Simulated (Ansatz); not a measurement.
System: formaldehyde, CH2O (charge 0, singlet). SMILES: O=C
Geometry: optimised at B3LYP-D3(BJ)/def2-TZVP (Ansatz, an electronic-structure program).

Computed values are from Ansatz. Cores are frozen in the correlated levels unless marked. UHF or UKS for open shells. No spin-orbit coupling. Non-relativistic. Basis-set limits of correlation are two-point, X^-3; Hartree-Fock from the larger set.

```
Property                                                                                                                                                      Value
-------------------------------------------  ----------------------------------------------------------------------------------------------------------------------
atomisation energy De                                                                                        373.2 kcal/mol at CCSD(T)/CBS(def2-TZVPPD,def2-QZVPPD)
vertical ionisation energy (to the doublet)                                                                        10.99 eV at CCSD(T)/CBS(def2-TZVPPD,def2-QZVPPD)
vertical triplet-singlet gap                                                                                        3.67 eV at CCSD(T)/CBS(def2-TZVPPD,def2-QZVPPD)
total energy                                                                                                   -114.3883 Eh at CCSD(T)/CBS(def2-TZVPPD,def2-QZVPPD)
dipole moment                                                                                                                         2.32 D at CCSD(T)/aug-cc-pVDZ
T1 diagnostic                                                                                                                             0.015 at CCSD/def2-QZVPPD
measured enthalpy of formation, 298 K        -26.1 kcal/mol (Active Thermochemical Tables 1.112 (ions: stationary electron), as tabulated in the package chemicals)
measured dipole moment                                                          2.33 D (NIST CCCBDB, as tabulated in the package chemicals; older table, unchecked)
measured ionisation energy, adiabatic                                                                        10.88 eV (CCCBDB table in ASE; older table, unchecked)
```
